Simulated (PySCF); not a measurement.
Molecule: SMILES CC(C)CCF, C₅H₁₁F.

Geometry (Å), atoms numbered from 1 in this order:
```xyz
17

C    -1.4495    0.6288    1.1137
C    -0.5160    0.3283   -0.0577
C    -1.0052   -0.9063   -0.8114
C     0.9144    0.1432    0.4576
C     1.9385    0.0011   -0.6596
F     3.2102    0.0002   -0.1334
H    -1.1298    1.5224    1.6442
H    -2.4655    0.7862    0.7596
H    -1.4566   -0.2022    1.8154
H    -0.5315    1.1848   -0.7414
H    -0.9232   -1.7905   -0.1832
H    -0.4282   -1.0694   -1.7176
H    -2.0481   -0.7844   -1.0943
H     1.1957    1.0086    1.0622
H     0.9639   -0.7397    1.0986
H     1.8328   -0.9419   -1.2037
H     1.8909    0.8429   -1.3589
```

Frames of a GFN2-xTB Langevin trajectory at 300 K; GIAO PBE0/pcSseg-1 shieldings in PySCF 2.14, gas phase, non-relativistic; equivalent atoms averaged within each frame.

Chemical shifts δ = σref − σ; TMS for ¹³C (σ = 186.93 ppm), ¹H (σ = 31.72 ppm); ¹⁹F (σ = 170.95 ppm) against CFCl3, all at this level. The references are static minima.

**Question.** How do the shifts (ppm) fluctuate along the trajectory?

**Answer.** 
| time (fs) | C5 | C4 | C2 | C1/C3 | F6 | H16/H17 | H10 | H14/H15 | H7/H8/H9/H11/H12/H13 |
| --- | --- | --- | --- | --- | --- | --- | --- | --- | --- |
| optimised geometry | 87.1 | 43.5 | 28.7 | 25.2 | -248.8 | 4.77 | 1.34 | 1.66 | 0.94 |
| 250 | 91.2 | 48.4 | 32.4 | 23.4 | -238.0 | 4.73 | 1.41 | 1.16 | 0.64 |
| 425 | 91.3 | 46.9 | 35.3 | 29.5 | -227.6 | 5.14 | 2.92 | 1.39 | 1.41 |
| 625 | 82.6 | 46.5 | 35.4 | 25.5 | -234.6 | 4.87 | 2.01 | 1.75 | 1.56 |
| 800 | 84.5 | 42.5 | 23.2 | 17.5 | -250.5 | 4.08 | 0.14 | 0.89 | 0.61 |
| 1000 | 96.2 | 36.5 | 28.8 | 23.6 | -234.1 | 5.51 | 1.89 | 0.21 | 0.80 |
| mean of frames | 89.1 | 44.1 | 31.0 | 23.9 | -236.9 | 4.86 | 1.67 | 1.08 | 1.00 |
| standard deviation | 5.6 | 4.8 | 5.1 | 4.4 | 8.4 | 0.53 | 1.02 | 0.58 | 0.45 |

5 frames give an uncertainty of the mean of about the standard deviation over 2.2 at best, since frames this close in time may not be independent; classical motion lacks zero-point vibration, and the reference would need the same averaging.
